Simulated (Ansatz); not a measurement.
A made-up structure of SiHSO, doublet:

```
atom    x (Å)    y (Å)   z (Å)
  O1  -1.5641  -0.1354  0.4997
 Si2  -0.1501   0.1108  0.0041
  S3   1.3333  -1.3352  0.0875
  H4   2.2214  -2.3565  0.2207
```

It is relaxed with PBE-D4/def2-SVP and then PBE0-D4/def2-TZVP (Ansatz 0.2.0). Atoms count as bonded within 1.22 times the sum of their covalent radii (H–H: 0.88 Å). The end point is not checked to be a true minimum.

(1) Does its bonding change? (Judge from chemistry; the calculation decides.)

Answers

(1) Computed: No: no bond forms or breaks.

Where it ends: The first stage lowers the energy by 1.54 eV in 12 steps. It ends as SiHSO ([O][Si][SH]):
O1  (-1.213, -0.512, 0.729)
Si2  (-0.039, -0.014, -0.106)
S3  (1.786, -1.107, -0.304)
H4  (1.307, -2.083, 0.493)
(Å)

Labels in which every atom is bracketed show which atoms are joined, not bond orders.

For scale, one of the runs: PBE0-D4/def2-TZVP relaxation, 111 basis functions, launched by `ansatz run in.yaml --threads 2 --pin off --events-out ev --progress --plain --max-ram 4352MiB`. The run took about 4.7 s on 2 CPU threads of an AMD EPYC 9R45 (shared host).
